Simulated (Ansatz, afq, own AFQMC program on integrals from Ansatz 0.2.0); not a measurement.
## Where AFQMC and coupled cluster stand for VNH2⁺, sextet

```xyz
4

V     0.0000    0.0000    0.4989
N     0.0000    0.0000   -1.5101
H     0.0000    0.8259   -2.1139
H     0.0000   -0.8259   -2.1139
```

Connectivity, by distances: V–NH2.

Basis def2-SVP. Noble-gas cores (and the filled d shells of Ga–Kr and In–Xe) are frozen. Integrals, coupled cluster, full CI and functionals: Ansatz 0.2.0; the random walks run on the same integrals in our own AFQMC program. The CISD trial takes its coefficients from CCSD amplitudes. Released means that phaseless walkers are propagated on without the constraint, phases kept. Free projection: walkers drawn from exp(T), propagated without any constraint. Its projection time is finite, and what remains of the start isn't in its error. Error bars are statistical, one sigma. The metal's outer-core s and p shells are frozen, which shifts wave-function levels against functionals.

Determinant: UHF, the one that the program's search chose, which needn't be the lowest solution. The geometry is a point of a scan.

No full CI on the walks' own integrals is used here; CCSDT(Q) serves as the reference and is uncertain by about the last step of the cluster series.

Cautions: no relativity below Rb; outer-core shells of the metal frozen; lower spins were not checked; higher spins were not checked; strong correlation (T1 0.051, weight of the determinant 0.88, largest double 0.04).

- T1 diagnostic: 0.0505
- weight of the determinant in the CISD state: 0.882
- ⟨S²⟩ of the determinant: 8.758
- size of the correlated space: 11 electrons in 45 orbitals

| level | correlation energy (eV) |
| --- | --- |
| MP2 | -4.6126 |
| CCSD | -5.3592 |
| CCSD(T) | -5.4583 |

(1) Estimate where AFQMC with the constraint released lies against CCSD(T) on the same integrals.

(1) 2.6 ± 0.6 kJ/mol below CCSD(T).

Reference: CCSDT(Q), correlation energy -5.483 eV. The released energy is read at 3.00 1/Eh, later times being too noisy (meV from the phaseless value at times in 1/Eh: -7 ± 3 at 0.60, -4 ± 5 at 1.20, -16 ± 7 at 2.00, -16 ± 7 at 3.00, -4 ± 10 at 4.20).

| level | E − E(reference) (kJ/mol) | share of correlation (%) |
| --- | --- | --- |
| CCSD(T) | 2.3 | 99.56 |
| CCSDT | 0.7 | 99.87 |
| ph-AFQMC/CISD | 1.2 ± 0.2 | 99.77 |
| released AFQMC | -0.3 ± 0.6 | 100.05 |
| free AFQMC | 0.2 ± 0.3 | 99.96 |

Free projections are given only where their last times agree within the noise and don't stop above the reference; a slow remainder of the start can still hide under it. A walk keeps the symmetry of its determinant, which the program's search chose and which needn't be the lowest solution, so a lower state of the same spin and another symmetry isn't excluded. Released energies are given only where the last usable release times agree within the noise; a slower fall can still hide under it.
